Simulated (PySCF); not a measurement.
Species: CH8AlN.
Bonds: C1–Al2, Al2–N3. Hydrogens: H4, H5, H6 on C1; H7, H8 on Al2; H9, H10, H11 on N3.

Computed by this run: PBE0-D3(BJ)/def2-SVP geometry optimisation, gas phase (PySCF); density fitting, grid level 1; the optimiser is geomeTRIC in internal coordinates, started from a GFN2-xTB structure with every atom displaced at random (about 0.01 Å).

Step 1: E = -9244.8796 eV
```
atom  x, y, z in Å  |  force x, y, z in eV/Å
C1     -1.6040   -0.2822   -0.0196   -0.017  -0.285   0.050
Al2    -0.0474    0.9240    0.1747    0.182   0.184   0.029
N3      1.5340   -0.3995   -0.1492   -0.020  -0.153  -0.413
H4     -2.5476    0.2814   -0.0928   -0.032   0.118   0.013
H5     -1.7257   -0.9543    0.8547    0.047   0.070  -0.147
H6     -1.5763   -0.9199   -0.9248    0.041   0.047   0.069
H7      0.3693    1.3334    1.6850   -0.045   0.008  -0.078
H8      0.2464    2.0048   -0.9852   -0.032  -0.030   0.020
H9      1.5056   -0.8536   -1.0723   -0.057   0.146   0.306
H10     2.4816   -0.0292   -0.0363   -0.192   0.079   0.080
H11     1.4028   -1.1286    0.5493    0.126  -0.183   0.070
```

Step 2: E = -9244.8941 eV
```
atom  x, y, z in Å  |  force x, y, z in eV/Å
C1     -1.5958   -0.2844   -0.0205   -0.059  -0.067   0.015
Al2    -0.0448    0.9282    0.1799    0.107   0.066   0.000
N3      1.5197   -0.4090   -0.1470   -0.094  -0.162   0.004
H4     -2.5373    0.2880   -0.0919    0.017   0.019   0.010
H5     -1.7152   -0.9609    0.8449    0.010   0.000  -0.024
H6     -1.5595   -0.9149   -0.9275    0.018   0.025  -0.003
H7      0.3720    1.3483    1.6806   -0.024   0.020  -0.013
H8      0.2418    2.0027   -0.9835   -0.003  -0.011  -0.010
H9      1.4850   -0.8548   -1.0663   -0.024   0.041   0.036
H10     2.4551   -0.0174   -0.0350   -0.022   0.092   0.023
H11     1.4177   -1.1495    0.5500    0.073  -0.023  -0.039
```

Task: Estimate the geometry and energy of step 3. (The exact step hangs on the optimiser's Hessian estimate; all steps are aligned on step 2, rigid shifts and turns removed.)

Result: E = -9244.9003 eV, largest force 0.169 eV/Å
```
atom  x, y, z in Å  |  force x, y, z in eV/Å
C1     -1.5941   -0.2859   -0.0195   -0.022   0.062   0.009
Al2    -0.0409    0.9275    0.1864   -0.001  -0.037  -0.011
N3      1.5093   -0.4203   -0.1421   -0.026  -0.043   0.161
H4     -2.5305    0.2954   -0.0895    0.005  -0.023   0.006
H5     -1.7160   -0.9691    0.8377   -0.005  -0.027   0.022
H6     -1.5506   -0.9056   -0.9324    0.000   0.010  -0.029
H7      0.3711    1.3654    1.6802   -0.004   0.018   0.013
H8      0.2453    1.9911   -0.9861    0.020  -0.008  -0.020
H9      1.4698   -0.8535   -1.0637    0.005  -0.003  -0.088
H10     2.4311    0.0035   -0.0348    0.014   0.037  -0.030
H11     1.4443   -1.1721    0.5474    0.015   0.014  -0.033
```

The energy changes by -0.0062 eV. The first-order estimate −F·Δx gives -0.0101 eV and the mean of the old and new forces, exact on a quadratic surface, -0.0062 eV. The step makes an angle of 55° with the force vector and moves no atom by more than 0.035 Å.

What follows is the cost of the whole optimisation. On one thread of an Arm Neoverse V2, no GPU, on a shared host, this took 12 s of wall time and 0.36 GiB of memory at its peak.
